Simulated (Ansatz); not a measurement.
Species: C3H7O, charge -1, multiplicity 1. It need not be the lowest isomer of its formula. Whether it binds its extra electron was not tested at this geometry. SMILES: O[C-](C)C
Structure (B3LYP-D3(BJ)/def2-TZVP (Ansatz, a quantum-chemistry and plane-wave program) minimum search):
```xyz
11

O      0.1808     1.3581    -0.2739
C      0.0148     0.0580     0.4862
H      0.2773     1.9933     0.4347
C     -1.3043    -0.5011    -0.0006
C      1.1226    -0.8312    -0.0353
H     -1.3457    -0.6382    -1.1178
H      1.0946    -0.9701    -1.1526
H     -2.1472     0.1473     0.2649
H      2.1151    -0.4324     0.2041
H     -1.4949    -1.4857     0.4463
H      1.0558    -1.8326     0.4099
```
Charge -1, spin multiplicity 1.

Problem. Give the harmonic wavenumbers at B3LYP-D3(BJ)/def2-TZVP (Ansatz, finite differences of forces, unscaled).

Solution. 192, 272, 283, 373, 405, 434, 722, 858, 906, 1005, 1032, 1102, 1147, 1157, 1345, 1360, 1447, 1457, 1465, 1476, 2635, 2682, 2975, 2983, 3012, 3017, 3869 cm⁻¹. Zero-point energy 56.6 kcal/mol.

Problem. From these and the geometry, give the ideal-gas thermochemistry at 298.15 K and 1 atm (rigid rotor, harmonic oscillator).

Solution. Point group Cs, rotational symmetry number 1. Rotational constants 8.612, 8.54, 4.859 GHz. S(trans) 38.15, S(rot) 24.31, S(vib) 9.18, S(elec, spin only) 0.00, S 71.6 cal/(mol K). H(298) - H(0) 4.12 kcal/mol; G - E(el) 39.4 kcal/mol.
